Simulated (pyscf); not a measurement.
Optimised with ωB97X-D3(BJ)/def2-SVP in PySCF. MP2 and CC: frozen core, UHF for open shells. ΔMP2 is the change of the MP2 total energy from the triple- to the quadruple-zeta basis.

SMILES: [SiH3]P
```xyz
7

Si     0.3246    -0.8466     0.4761
P      0.6911     1.3771     0.4001
H      0.5338    -1.4300     1.8329
H     -1.0807    -1.1024     0.0484
H      1.2548    -1.5053    -0.4850
H      1.9268     1.3014     1.1052
H     -0.0786     1.6482     1.5679
```

**Question.** List the bond dissociation enthalpies at 298 K of H₃Si–PH₂ from CCSD(T)/def2-TZVPP + ΔMP2(QZVPP), from the weakest bond up.

**Answer.** P–Si to SiH₃• + PH₂•: 70.2 kcal/mol; H–P to H₃Si–PH• + H•: 81.4 kcal/mol; H–Si to •H₂Si–PH₂ + H•: 89.1 kcal/mol. Ring and multiple bonds, and those that leave no two simple radicals, are not listed. •H₂Si–PH₂ lies 7.2 kcal/mol over its isomer H₃Si–PH•, and others may lie lower still (electronic energy, ωB97M-D3(BJ)). Other isomers of H₃Si–PH• were not searched in full and may lie lower. The CCSD(T) − MP2 part came from Ansatz, without density fitting, on the same reference.
